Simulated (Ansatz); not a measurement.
Mulliken charges of propene from PBE/def2-TZVPP in Ansatz (PBE0-D4/def2-TZVP geometry).

| atom | x (Å) | y (Å) | z (Å) | charge (e) |
| --- | --- | --- | --- | --- |
| C1 | -1.129 | 0.554 | -0.580 | -0.201 |
| C2 | 0.158 | 0.266 | -0.447 | -0.107 |
| C3 | 0.745 | -0.544 | 0.656 | -0.187 |
| H4 | -1.865 | 0.203 | 0.137 | 0.071 |
| H5 | -1.496 | 1.150 | -1.408 | 0.092 |
| H6 | 0.857 | 0.642 | -1.192 | 0.082 |
| H7 | 1.262 | -1.425 | 0.264 | 0.087 |
| H8 | 1.490 | 0.033 | 1.213 | 0.087 |
| H9 | -0.022 | -0.879 | 1.357 | 0.075 |

**Question.** By hand: the dipole of these point charges (1 e Å = 4.8032 D).

**Answer.** Σ q r = (0.109, -0.052, 0.054) e Å, of length 0.132 e Å = 0.63 D.

**Question.** How does the dipole of the full density compare? (Best estimate.)

**Answer.** Computed: (0.076, -0.035, 0.035) e Å, 0.44 D; the point charges give 1.43 times that, at 2° from its direction.

Point charges leave out the atoms' own dipoles, such as those of lone pairs, and Mulliken's split depends on the basis, so the two needn't agree.
